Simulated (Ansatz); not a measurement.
Cost and result for the atomization energy of C₂H₄Cl₂, SMILES `ClCCCl` (8 atoms, 7 bonds).

Cartesian coordinates in Å:
```
Cl 0.825 1.672 -0.970
C 0.207 0.649 0.343
C -0.134 -0.741 -0.120
Cl -1.537 -0.770 -1.209
H 0.991 0.593 1.100
H -0.664 1.149 0.764
H -0.389 -1.357 0.744
H 0.700 -1.195 -0.652
```

The species carries charge 0 and has multiplicity 1. Geometry: relaxed with PBE0-D4/def2-TZVP. It is one conformer, not always the lowest. Program: Ansatz. All runs use 4 threads of an Arm Neoverse V1 on a shared host. Times are those of one run each, without the atoms' runs, and a repeat can differ threefold. Electronic energies, without spin–orbit coupling; frozen cores. CCSD(T)/CBS adds CCSD(T) − MP2 in def2-TZVPP to the MP2 limit, and its time is that of the two runs behind it. T1 = 0.009.

CCSD(T)/CBS is a level of theory with its own doubt, some kJ/mol a heavy atom from the limit and from the frozen cores, so smaller differences don't rank the functionals.

```json
{"level": "LDA (SPW92)/def2-TZVPP", "functions": "202", "wall time": "0.85 s", "atomization (kJ/mol)": "3225.5", "difference from CCSD(T)/CBS": "426.9", "per bond": "61.0"}
{"level": "CCSD(T)/def2-SVP", "functions": "84", "wall time": "1.1 s", "atomization (kJ/mol)": "2645.7", "difference from CCSD(T)/CBS": "-152.9", "per bond": "-21.8"}
{"level": "revPBE-D4/def2-TZVPP", "functions": "202", "wall time": "1.2 s", "atomization (kJ/mol)": "2800.8", "difference from CCSD(T)/CBS": "2.2", "per bond": "0.3"}
{"level": "BLYP-D4/def2-TZVPP", "functions": "202", "wall time": "1.3 s", "atomization (kJ/mol)": "2773.3", "difference from CCSD(T)/CBS": "-25.3", "per bond": "-3.6"}
{"level": "PBE0-D4/def2-TZVPP", "functions": "202", "wall time": "1.9 s", "atomization (kJ/mol)": "2825.5", "difference from CCSD(T)/CBS": "26.9", "per bond": "3.8"}
{"level": "BHLYP-D4/def2-TZVPP", "functions": "202", "wall time": "1.9 s", "atomization (kJ/mol)": "2709.0", "difference from CCSD(T)/CBS": "-89.6", "per bond": "-12.8"}
{"level": "r2SCAN-D4/def2-TZVPP (with forces)", "functions": "202", "wall time": "3.1 s", "atomization (kJ/mol)": "2809.2", "difference from CCSD(T)/CBS": "10.6", "per bond": "1.5"}
{"level": "B2PLYP/def2-TZVPP", "functions": "202", "wall time": "3.2 s", "atomization (kJ/mol)": "2758.8", "difference from CCSD(T)/CBS": "-39.8", "per bond": "-5.7"}
{"level": "PBE-QIDH/def2-TZVPP", "functions": "202", "wall time": "3.3 s", "atomization (kJ/mol)": "2800.9", "difference from CCSD(T)/CBS": "2.3", "per bond": "0.3"}
{"level": "r2SCANh-D4/def2-TZVPP", "functions": "202", "wall time": "3.5 s", "atomization (kJ/mol)": "2794.8", "difference from CCSD(T)/CBS": "-3.8", "per bond": "-0.6"}
{"level": "MP2/def2-QZVPP", "functions": "374", "wall time": "11 s", "atomization (kJ/mol)": "2822.0", "difference from CCSD(T)/CBS": "23.4", "per bond": "3.3"}
{"level": "CCSD(T)/def2-TZVPP", "functions": "202", "wall time": "16 s", "atomization (kJ/mol)": "2724.9", "difference from CCSD(T)/CBS": "-73.7", "per bond": "-10.5"}
{"level": "CCSD(T)/CBS(def2)", "functions": "–", "wall time": "27 s", "atomization (kJ/mol)": "2798.6", "difference from CCSD(T)/CBS": "0.0", "per bond": "0.0"}
```

At CCSD(T), def2-SVP lies −152.9 kJ/mol from the extrapolated value and def2-TZVPP −73.8 kJ/mol: correlation converges slowly with the basis, and small sets miss more of it in the bonded molecule than in its fragments. From BLYP to BHLYP (50 % exact exchange), in def2-TZVPP and without D4, the atomization energy moves by −46.6 kJ/mol: exact exchange takes away binding that semilocal exchange gives to molecules. In def2-TZVPP, CCSD(T) changes the Hartree–Fock value by +674.6 kJ/mol (the triples alone add +45.3 kJ/mol) and MP2 by +728.6 kJ/mol; breaking electron pairs costs correlation energy, which Hartree–Fock lacks.
